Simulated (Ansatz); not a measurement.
Input file:

```yaml
crystal:
  periodic: [false, false, false]
  atoms:
    - {symbol: C, position_ang: [-0.137680, 0.000000, 0.000000]}
    - {symbol: H, position_ang: [-0.500885, 1.027301, 0.000000]}
    - {symbol: H, position_ang: [-0.500885, -0.513650, 0.889668]}
    - {symbol: H, position_ang: [-0.500885, -0.513650, -0.889669]}
    - {symbol: H, position_ang: [0.951937, 0.000000, 0.000000]}
    - {symbol: H, position_ang: [2.191320, 0.000000, 0.000000]}
basis:
  gaussian: {orbitals: 6-31G}
magnetization: {spin_polarized: false, initial_magnetization: 1}
correlation: {method: sc_nevpt2, electrons: outside_noble_gas, active_space: {window: {electrons: 9, orbitals: 9}, shells: [{species: C, l: s, shell: 2}, {species: C, l: p, shell: 2}, {species: H, l: s, shell: 1}]}}
```

```sh
$ ansatz run in.yaml --threads 1 --pin off --events-out ev --progress --plain --max-ram 2393MiB
```

(1) Roughly how long does this take on 1 thread of Intel Xeon Platinum 8259CL, shared host, and how much host memory?

```
441 factors; integrals over basis functions are off by at most 1.0e-7 eV
mean field evaluation 1: about -1105.1656 eV, gradient 1.6e1 eV
mean field evaluation 2: about -1105.1614 eV, gradient 1.6e1 eV
mean field evaluation 4: about -1106.2496 eV, gradient 2.1e0 eV
mean field evaluation 8: about -1106.2831 eV, gradient 6.8e-3 eV
mean field -1106.28312537 eV, -40.6551549919 hartree, gradient 4.1e-6 eV, S^2 0.750000; 0 other end points of the search recorded, 0 dependent functions left out
reference -1106.28312537 eV, -40.6551549919 hartree; 6, 5 occupied and 13, 14 virtual orbitals, 441 factors
state -1108.57339146 eV, -40.7393207180 hartree
state -1108.57339146 eV, -40.7393207180 hartree; corrected -1109.40817970 eV, -40.7699986202 hartree
Total energy: -1109.40817970 eV, -40.7699986202 hartree
Checks for a lower state left out: starts, orbital_swaps
```

Natural occupations: 1.9841 1.9781 1.9771 1.9771 1.0006 0.0216 0.0216 0.0206 0.0192.

For the same geometry and basis full CI lies 255.5 meV lower.

## Answers

(1) 2.8 s wall and 0.11 GiB.
